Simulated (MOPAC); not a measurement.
MOPAC input (PM3):

```
PM3 FORCE THERMO(298,298) PRECISE LET UHF MS=0.5 GEO-OK AUX(PRECISION=9) THREADS=1
C4H3O

O    -0.01108598 1    0.06152387 1    1.12008964 1
C     0.00206395 1    1.17729661 1    0.28878237 1
C    -0.00758629 1   -1.06081417 1    0.30599250 1
C     0.01288599 1    0.70712115 1   -0.99656717 1
C     0.00735430 1   -0.70464217 1   -1.03465837 1
H     0.00170192 1    2.15155078 1    0.76470706 1
H    -0.01673341 1   -2.01205640 1    0.82891914 1
H     0.01353330 1   -1.34823571 1   -1.90861797 1
```

From the last part of the output:

```
     H    8   0.015212   5.564335

          HEAT OF FORMATION =      56.971197 KCALS/MOLE

          ZERO POINT ENERGY      35.209 KCAL/MOL

           NORMAL COORDINATE ANALYSIS (Total motion = 1 Angstrom)

   Root No.       1         2         3         4         5         6         7         8

                 1 A"      2 A"      3 A"      4 A"      1 A'      2 A'      5 A"      3 A'

                 468.1     516.5     729.9     760.0     849.8     854.4     873.1     955.6

           1   -0.0000    0.0000   -0.0000   -0.0000    0.0587   -0.0704    0.0000   -0.0168
           2   -0.0000    0.0000   -0.0000   -0.0000    0.1187   -0.0179    0.0000   -0.0050
           3    0.1178   -0.0215    0.0005    0.0221    0.0000   -0.0000   -0.0050    0.0000
           4    0.0000    0.0000    0.0000    0.0000    0.0551   -0.0440    0.0000    0.0484
           5    0.0000    0.0000    0.0000    0.0000   -0.0169    0.1122    0.0000   -0.0026
           6   -0.0969   -0.0268   -0.0741   -0.0597    0.0000    0.0000   -0.0034    0.0000
           7    0.0000   -0.0000   -0.0000    0.0000   -0.0980   -0.0314   -0.0000   -0.0481
           8    0.0000   -0.0000   -0.0000    0.0000    0.0218   -0.0540   -0.0000    0.0339
           9   -0.0884    0.0526    0.0520   -0.0500   -0.0000   -0.0000    0.0733    0.0000
          10   -0.0000   -0.0000   -0.0000   -0.0000    0.0378    0.1543   -0.0000   -0.0092
          11   -0.0000   -0.0000   -0.0000   -0.0000   -0.0397    0.0647   -0.0000   -0.0177
          12    0.0585    0.1060    0.0217    0.0348    0.0000    0.0000    0.0302   -0.0000
          13   -0.0000    0.0000   -0.0000    0.0000   -0.0486    0.0356    0.0000   -0.0102
          14   -0.0000    0.0000   -0.0000    0.0000   -0.0902   -0.1095    0.0000   -0.0382
          15    0.0190   -0.0792    0.0106   -0.0225   -0.0000   -0.0000   -0.1107   -0.0000
          16    0.0000    0.0000   -0.0000   -0.0000   -0.2065   -0.1054    0.0000    0.3584
          17    0.0000    0.0000   -0.0000   -0.0000   -0.1494    0.0870    0.0000    0.1485
          18   -0.3352   -0.2111    0.3558    0.2896   -0.0000    0.0000   -0.0278    0.0000
          19    0.0000   -0.0000    0.0000   -0.0000   -0.1241   -0.0068    0.0000   -0.0240
          20    0.0000   -0.0000    0.0000   -0.0000   -0.1515    0.1489    0.0000    0.2639
          21   -0.2671    0.2142   -0.2754    0.3305   -0.0000    0.0000   -0.2576    0.0000
          22   -0.0000    0.0000    0.0000   -0.0000    0.0393   -0.1368   -0.0000    0.1579
          23   -0.0000    0.0000    0.0000   -0.0000   -0.0937   -0.1112   -0.0000   -0.0398
          24    0.0170   -0.2885   -0.2099    0.1908    0.0000   -0.0000    0.4920    0.0000

   Root No.       9        10        11        12        13        14        15        16

                 4 A'      5 A'      6 A'      7 A'      8 A'      9 A'     10 A'     11 A'

                1019.0    1058.8    1241.8    1290.1    1445.9    1509.4    1613.3    3126.2

           1    0.0308    0.0383   -0.1338   -0.0290   -0.0042   -0.0118   -0.0015    0.0010
           2   -0.0158   -0.0509    0.0268   -0.1066   -0.0000   -0.0307   -0.0057   -0.0008
           3   -0.0000   -0.0000   -0.0000   -0.0000   -0.0000   -0.0000   -0.0000    0.0000
           4    0.0208   -0.0201    0.1660    0.0629    0.0510    0.0501   -0.0421   -0.0033
           5   -0.0179    0.0354   -0.0169   -0.0187   -0.0325    0.1206   -0.1492    0.0089
           6    0.0000    0.0000    0.0000    0.0000   -0.0000    0.0000   -0.0000   -0.0000
           7    0.0016   -0.0315    0.0482   -0.0741   -0.1336    0.0770    0.0711   -0.0650
           8    0.0115   -0.0018   -0.0670    0.1375   -0.0415    0.0967    0.0971    0.0070
           9   -0.0000   -0.0000    0.0000    0.0000   -0.0000    0.0000    0.0000   -0.0000
          10   -0.0099   -0.0151   -0.0063    0.0873   -0.1119   -0.1163   -0.0070    0.0013
          11   -0.0010    0.0289    0.0360   -0.0099    0.0907   -0.0449    0.2059   -0.0013
          12    0.0000    0.0000   -0.0000    0.0000    0.0000   -0.0000    0.0000   -0.0000
          13   -0.0221   -0.0029   -0.0362   -0.0093    0.2309    0.0203   -0.0371    0.0020
          14    0.0026    0.0027    0.0252    0.0543   -0.0068   -0.1127   -0.1189   -0.0052
          15   -0.0000   -0.0000    0.0000    0.0000    0.0000   -0.0000   -0.0000    0.0000
          16   -0.1892   -0.2376   -0.1812   -0.0784   -0.0440   -0.1550    0.0783    0.0512
          17   -0.1240   -0.0677   -0.2005   -0.0992   -0.0857    0.0423   -0.1187   -0.1017
          18   -0.0000   -0.0000   -0.0000   -0.0000   -0.0000   -0.0000   -0.0000   -0.0000
          19    0.0512   -0.0218    0.0638   -0.1327   -0.1494    0.0654    0.0675    0.7089
          20    0.4279    0.0968    0.0203   -0.2192   -0.0292   -0.1361   -0.0710   -0.0856
          21    0.0000    0.0000    0.0000   -0.0000   -0.0000   -0.0000    0.0000    0.0000
          22   -0.2371    0.4810    0.1947   -0.1260   -0.1716   -0.0953    0.0570   -0.0006
          23    0.0043    0.0015    0.0256    0.0655   -0.0034   -0.1311   -0.1365    0.0886
          24   -0.0000    0.0000    0.0000   -0.0000   -0.0000   -0.0000    0.0000    0.0000

   Root No.      17        18

                12 A'     13 A'

                3142.9    3174.1

           1   -0.0010    0.0001
           2    0.0005    0.0010
           3    0.0000    0.0000
           4    0.0287   -0.0032
           5   -0.0610    0.0067
           6    0.0000    0.0000
           7   -0.0105    0.0118
           8    0.0021    0.0004
           9   -0.0000    0.0000
          10    0.0020   -0.0029
          11    0.0038    0.0011
          12    0.0000   -0.0000
          13   -0.0006   -0.0007
          14   -0.0059   -0.0679
          15   -0.0000   -0.0000
          16   -0.3207    0.0294
          17    0.6501   -0.0593
          18    0.0000   -0.0000
          19    0.1035   -0.0966
          20   -0.0117    0.0105
          21    0.0000   -0.0000
          22    0.0000    0.0034
          23    0.0814    0.7455
          24   -0.0000    0.0001

           MASS-WEIGHTED COORDINATE ANALYSIS (NORMAL COORDINATES)

   Root No.       1         2         3         4         5         6         7         8

                 1 A"      2 A"      3 A"      4 A"      1 A'      2 A'      5 A"      3 A'

                 468.1     516.5     729.9     760.0     849.8     854.4     873.1     955.6

           1   -0.0000    0.0000   -0.0000   -0.0000    0.2769   -0.3011    0.0000   -0.1137
           2   -0.0000    0.0000   -0.0000   -0.0000    0.5602   -0.0766    0.0000   -0.0343
           3    0.5803   -0.1306    0.0034    0.1530    0.0000   -0.0000   -0.0272    0.0000
           4    0.0000    0.0000    0.0000    0.0000    0.2252   -0.1630    0.0000    0.2847
           5    0.0000    0.0000    0.0000    0.0000   -0.0690    0.4159    0.0000   -0.0151
           6   -0.4135   -0.1410   -0.4317   -0.3587    0.0000    0.0000   -0.0163    0.0000
           7    0.0000   -0.0000   -0.0000    0.0000   -0.4008   -0.1163   -0.0000   -0.2827
           8    0.0000   -0.0000   -0.0000    0.0000    0.0892   -0.2001   -0.0000    0.1991
           9   -0.3772    0.2764    0.3030   -0.3006   -0.0000   -0.0000    0.3472    0.0000
          10   -0.0000   -0.0000   -0.0000   -0.0000    0.1546    0.5721   -0.0000   -0.0538
          11   -0.0000   -0.0000   -0.0000   -0.0000   -0.1624    0.2400   -0.0000   -0.1039
          12    0.2497    0.5574    0.1264    0.2092    0.0000    0.0001    0.1430   -0.0000
          13   -0.0000    0.0000   -0.0000    0.0000   -0.1987    0.1321    0.0000   -0.0598
          14   -0.0000    0.0000   -0.0000    0.0000   -0.3689   -0.4062    0.0000   -0.2244
          15    0.0810   -0.4161    0.0617   -0.1354   -0.0000   -0.0000   -0.5247   -0.0000
          16    0.0000    0.0000   -0.0000   -0.0000   -0.2446   -0.1132    0.0000    0.6105
          17    0.0000    0.0000   -0.0000   -0.0000   -0.1770    0.0935    0.0000    0.2529
          18   -0.4143   -0.3215    0.6004    0.5041   -0.0000    0.0000   -0.0381    0.0001
          19    0.0000   -0.0000    0.0000   -0.0000   -0.1470   -0.0073    0.0000   -0.0409
          20    0.0000   -0.0000    0.0000   -0.0000   -0.1795    0.1599    0.0000    0.4496
          21   -0.3301    0.3262   -0.4647    0.5753   -0.0000    0.0000   -0.3537    0.0000
          22   -0.0000    0.0000    0.0000   -0.0000    0.0466   -0.1469   -0.0000    0.2690
          23   -0.0000    0.0000    0.0000   -0.0000   -0.1110   -0.1195   -0.0001   -0.0677
          24    0.0210   -0.4394   -0.3543    0.3322    0.0000   -0.0000    0.6754    0.0000

   Root No.       9        10        11        12        13        14        15        16

                 4 A'      5 A'      6 A'      7 A'      8 A'      9 A'     10 A'     11 A'

                1019.0    1058.8    1241.8    1290.1    1445.9    1509.4    1613.3    3126.2

           1    0.2138    0.2379   -0.5737   -0.1319   -0.0153   -0.0518   -0.0053    0.0050
           2   -0.1094   -0.3164    0.1147   -0.4855   -0.0001   -0.1351   -0.0208   -0.0044
           3   -0.0000   -0.0000   -0.0000   -0.0000   -0.0000   -0.0000   -0.0000    0.0000
           4    0.1250   -0.1081    0.6166    0.2482    0.1592    0.1913   -0.1326   -0.0149
           5   -0.1075    0.1907   -0.0627   -0.0736   -0.1015    0.4602   -0.4698    0.0402
           6    0.0000    0.0000    0.0000    0.0000   -0.0000    0.0001   -0.0001   -0.0000
           7    0.0096   -0.1697    0.1792   -0.2923   -0.4173    0.2938    0.2240   -0.2938
           8    0.0688   -0.0097   -0.2487    0.5422   -0.1295    0.3687    0.3058    0.0317
           9   -0.0000   -0.0000    0.0000    0.0000   -0.0000    0.0001    0.0000   -0.0000
          10   -0.0597   -0.0813   -0.0235    0.3445   -0.3495   -0.4437   -0.0220    0.0059
```
